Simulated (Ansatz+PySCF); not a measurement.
Results of a calculation; reference values are marked as such.
This Ansatz input gave a total energy of -76.11333 hartree.

```yaml
crystal:
  periodic: [false, false, false]
  atoms:
    - { symbol: H, position_ang: [0.0, 0.0, -1.44884] }
    - { symbol: C, position_ang: [0.0, 0.0, -0.45441] }
    - { symbol: C, position_ang: [0.0, 0.0, 0.69588] }
basis:
  gaussian: { orbitals: def2-SVP }
total_charge: -1
hamiltonian:
  xc: hf
scf:
  omitted_lower_state_checks: [stability, starts, atomic_configurations, cluster_reference, orbital_swaps, given_window_search, neighbouring_geometries, increment]
```

(1) Write an input for PySCF with the same method and basis set.

Answers

(1)

```python
from pyscf import gto, scf

mol = gto.M(atom="""
H 0.000000 0.000000 -1.448840
C 0.000000 0.000000 -0.454410
C 0.000000 0.000000 0.695880
""", basis='def2-svp', charge=-1, spin=0)
mf = scf.RHF(mol)
mf.kernel()
print(mf.converged, mf.e_tot, mf.spin_square()[0])
```

PySCF 2.14.0 gave -76.11333 hartree, 0.03 meV from the first. Caution: no diffuse functions for an anion.
